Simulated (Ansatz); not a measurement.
Relaxation of CH10Si2 (13 atoms, charge 0, multiplicity 1), to a largest force component of 0.03 eV/Å in at most 50 steps.

These are results of Ansatz 0.2.0, RKS PBE/def2-SVP, not measurements.

```xyz
13
Properties=species:S:1:pos:R:3:forces:R:3
Si -0.838 1.066 0.477 -0.60 0.54 1.03
C 0.875 -1.573 0.989 0.33 -0.68 0.55
H -1.699 -0.074 0.940 -0.02 -0.01 0.00
H -1.681 2.317 0.558 0.00 0.01 0.01
H 0.325 1.265 1.404 0.02 0.01 0.01
H 0.695 -0.986 0.088 -0.04 0.16 -0.31
Si -0.230 0.858 -1.690 0.28 -0.05 -1.20
H 0.504 -2.604 0.823 0.00 0.04 0.00
H 1.964 -1.612 1.183 -0.02 0.01 0.00
H 0.364 -1.138 1.868 0.04 -0.04 -0.08
H 0.198 -0.537 -2.054 0.01 0.00 -0.03
H 0.911 1.791 -2.008 0.00 0.01 0.01
H -1.389 1.226 -2.580 -0.01 0.00 0.01
```

Q: Where does it end, and by what steps?

A: The run converged. The force dipped under the threshold on the way, but the program's further checks kept it going. After 8 steps the energy has fallen by 0.252 eV; H8 moved furthest, 0.72 Å.

```csv
step,energy less start (eV),largest force component (eV/Å),accepted
0,0.0000,1.201,yes
1,-0.1891,0.250,yes
2,-0.2198,0.193,yes
3,-0.2431,0.030,yes
4,-0.2470,0.031,yes
5,-0.2500,0.039,yes
6,-0.2506,0.044,yes
7,-0.2513,0.040,yes
8,-0.2516,0.027,yes
```

```xyz
13
Properties=species:S:1:pos:R:3
Si -1.067 1.477 0.367
C 1.152 -2.096 1.196
H -2.014 0.385 0.791
H -1.776 2.801 0.486
H 0.117 1.479 1.297
H 0.998 -1.615 0.211
Si -0.371 1.140 -1.857
H 0.847 -3.158 1.137
H 2.221 -2.035 1.473
H 0.544 -1.577 1.960
H 0.259 -0.220 -2.016
H 0.640 2.186 -2.254
H -1.550 1.233 -2.792
```

Time of the run: 15 s on 2 threads of Arm Neoverse V2 (shared host), peak memory 0.12 GiB.
